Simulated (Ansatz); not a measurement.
**C2H6O (SMILES CCO): single points off equilibrium**

The task here is to estimate one member of a computed series from the others.

The runs use Ansatz 0.2.0, Gaussian basis; single points in def2-TZVPP.

Cores are frozen in the correlated methods.

**Where the work starts**

SMILES `CCO`, 9 atoms, charge 0, spin multiplicity 1.

Atoms are counted from 1 here; the program's logs count them from 0.

Bond lengths: C1–C2 1.605 Å, C1–H4 1.162 Å, C1–H5 0.931 Å, C1–H6 1.090 Å, C2–O3 1.333 Å, C2–H7 1.131 Å, C2–H8 1.115 Å, O3–H9 0.982 Å. Angles: C2–C1–H4 106.1°, C2–C1–H5 111.4°, C2–C1–H6 109.8°, H4–C1–H5 121.4°, H4–C1–H6 100.7°, H5–C1–H6 106.6°, C1–C2–O3 110.1°, C1–C2–H7 107.7°, C1–C2–H8 114.6°, O3–C2–H7 104.1°, O3–C2–H8 109.0°, H7–C2–H8 110.8°, C2–O3–H9 112.8°.

Geometry (Å):

```
C    -0.5351    0.6266   -0.5211
C     0.3285   -0.6172    0.0114
O     1.1717   -0.2164    0.9627
H    -1.2899    0.1894   -1.2895
H     0.0082    1.3518   -0.7337
H    -1.2156    0.9651    0.2607
H     1.0038   -0.9538   -0.8312
H    -0.2766   -1.4693    0.3986
H     0.7127    0.0816    1.7778
```

The first run:

Contents of run/in.yaml:

```yaml
crystal:
  periodic: [false, false, false]
  atoms:
    - {symbol: C, position_ang: [-0.535100, 0.626600, -0.521100]}
    - {symbol: C, position_ang: [0.328500, -0.617200, 0.011400]}
    - {symbol: O, position_ang: [1.171700, -0.216400, 0.962700]}
    - {symbol: H, position_ang: [-1.289900, 0.189400, -1.289500]}
    - {symbol: H, position_ang: [0.008200, 1.351800, -0.733700]}
    - {symbol: H, position_ang: [-1.215600, 0.965100, 0.260700]}
    - {symbol: H, position_ang: [1.003800, -0.953800, -0.831200]}
    - {symbol: H, position_ang: [-0.276600, -1.469300, 0.398600]}
    - {symbol: H, position_ang: [0.712700, 0.081600, 1.777800]}
basis:
  gaussian: {orbitals: def2-TZVPP}
correlation: {method: ccsd_t}
output: {forces: true}
```

No record of the launch command was kept for these runs.

Steps of the session up to this table: CCSD(T)/def2-TZVPP; PBE0-D4/def2-TZVPP; wB97M-V/def2-TZVPP; r2SCAN-D4/def2-TZVPP; PBE-D4/def2-TZVPP; BLYP-D4/def2-TZVPP; wB97X-V/def2-TZVPP.

One of the session's tables, all rows but one given; the rest of the session is left out.

```
   method  RMS force component (eV/Å)  angle to CCSD(T) forces (°)  dipole (D)
  CCSD(T)                       3.004                    reference        1.40
  PBE0-D4                       2.978                          2.8        1.41
  wB97M-V                           ?                            ?           ?
r2SCAN-D4                       2.955                          1.6        1.38
   PBE-D4                       2.960                          3.7        1.34
  BLYP-D4                       2.926                          3.5        1.34
  wB97X-V                       3.028                          1.1        1.43
```

**Question.** Estimate the row for wB97M-V.

**Answer.** RMS force component (eV/Å): 2.968; angle to CCSD(T) forces (°): 1.1; dipole (D): 1.41. In the column «RMS force component (eV/Å)» it lies between PBE-D4 (2.960) and PBE0-D4 (2.978).
